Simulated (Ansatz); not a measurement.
Bulk modulus B0 of some fcc solids

Method: rVV10 (PAW; Ansatz, an electronic-structure program). References are measured values corrected to a static lattice.

Values in GPa.

| solid | reference | rVV10 | error (%) |
|---|---|---|---|
| fcc Cu | 144 | 139 | -3.5 |
| fcc Al | 80.8 (77.1–82.0) | 77.7 | -3.8 |
| fcc Ni | 192 (186–195) | 194 | +1.0 |
| fcc Sr | 12.5 | 13.0 | +4.0 |
| fcc Pd | 195 (187–198) | 163 | -16.4 |
| fcc Ir | 365 | 324 | -11.2 |
| fcc Ag | 110 (104–111) | 94.3 | -14.3 |
| fcc Rh | 271 (271–289) | 242 | -10.7 |
| fcc Au | 182 | 134 | -26 |
| fcc Pb | 47 | 40.8 | -13.2 |

Over these 10 solids the mean error is -9.4 %, the mean absolute error 10.5 % (median 11.0 %), and the worst case fcc Au at -26 %; the value is too low in 8 of 10 cases.

All these references are brought to a static lattice.

Spin–orbit coupling is left out, also for the solids with elements from indium on (fcc Ir, fcc Au, fcc Pb); its size isn't shown.

Brackets give the range of the sources taken for a reference, where it is wide; it can hold other temperatures.

Differences are worked out from the printed values.

Each level is taken at its own relaxed cell. Ansatz's density-functional and Hartree–Fock values are scalar-relativistic unless marked +SOC, with PAW data made under PBE.

Ansatz's runs of these crystals have no spin polarisation, but for fcc Ni.

Density-functional runs with spin start from parallel moments for fcc Ni.

Not in this set, of the fcc solids with a reference value in our tables and a result at some level: 1 for sources at odds; 1 for no value at rVV10 (not run, a failed fit, an unstable or unbound cell, or a value held back for tests). These can be a level's best or worst cases. Solids without a released value at any level aren't counted. Layered and molecular crystals are counted apart. The metals Ce to Yb are counted apart.

References as tabulated in Levämäki et al. (2014), arXiv:1402.3671; Mejia-Rodriguez and Trickey (2018), arXiv:1807.09216; doi:10.1021/acs.jctc.3c00612.
